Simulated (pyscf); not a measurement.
H₃Si–SH (SMILES [SiH3]S) + GeH₃• (SMILES [GeH3]) → H₃Si–S–GeH₃ (SMILES [SiH3][S][GeH3]) + H• (SMILES [H]), a substitution at S (doublet surface; H–S broken, Ge–S formed). Single points on ωB97X-D3(BJ)/def2-SVP structures (PySCF, gas phase). Energies in kcal/mol from the separated reactants.

Small-basis levels: PySCF, no dispersion term, spherical d functions. Open shells are spin-unrestricted. 

Task: In single points BP86/6-31G*+LANL2DZ puts the saddle at 16.4 kcal/mol and the reaction energy at +19.4 kcal/mol. Should these be trusted to within a few kcal/mol? Compare with ωB97M-D3(BJ)/def2-TZVP.

Result: ωB97M-D3(BJ)/def2-TZVP gives ΔE‡ = 17.9 kcal/mol and ΔE = +13.3 kcal/mol. BP86/6-31G*+LANL2DZ lies 1.5 kcal/mol under it in the barrier and 6.1 kcal/mol over it in the reaction energy, so on this step it does not hold to within 3.0 kcal/mol. At BP86/6-31G*+LANL2DZ this geometry lies under one side, so its ΔE‡ may be no barrier of that level. ωB97M-D3(BJ)/def2-TZVP has limits of its own. One saddle was located; it need not be the lowest between these sides. The angle at the attacked S is 169°. In the def2 sets elements up to Kr have no core potential.
